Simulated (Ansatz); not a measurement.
**[Br···H···N], quartet along the distance Br1-H2**

Starting geometry:

```xyz
3

Br    0.0000    0.0000   -1.4129
H     0.0000    0.0000    0.0077
N     0.0000    0.0000    1.4051
```

From there H2 is moved from one fragment to the other while all else, the fragments' distance too, stays fixed; atoms are numbered as listed. Energies are in kJ/mol, counted from the starting geometry at the same level.

Basis cc-pVTZ; Ansatz 0.2.0. Correlated methods freeze the noble-gas cores and the filled d shells of p-block atoms. R marks a restricted (for open shells ROHF) determinant, U an unrestricted one. Active spaces: valence = (13e, 9o) chosen from the atoms' valence shells. No spin–orbit coupling is included, and no scalar relativity.

Runs in a small pair space aren't shown, since their orbitals change along the scan.

Full CI isn't at hand for all of this; UCCSDT(Q) serves as the reference, and is uncertain by about the last step of the cluster series. The frozen core follows each run's orbitals, which can shift R against U totals by a few meV for light atoms and by up to 0.1 eV past Ca.

```
distance Br1-H2 (Å)  NEVPT2 (valence space)
              1.421                     0.0
              1.472                     0.8
              1.574                     7.6
              1.676                    14.2
              1.778                    24.7
```

Question: Estimate the UCCSDT(Q) curve in cc-pVTZ from this one, knowing how NEVPT2 (valence space) errs.

Answer: The computed UCCSDT(Q) values, in kJ/mol from the starting point, and the error of NEVPT2 (valence space) against them:
| distance Br1-H2 (Å) | UCCSDT(Q) | NEVPT2 (valence space) less UCCSDT(Q) |
| --- | --- | --- |
| 1.421 | 0.0 | 0.0 |
| 1.472 | 0.5 | 0.3 |
| 1.574 | 6.0 | 1.6 |
| 1.676 | 10.3 | 3.8 |
| 1.778 | 17.7 | 7.1 |

The error spans 7.1 kJ/mol and is largest, 7.1 kJ/mol, at 1.778 Å.
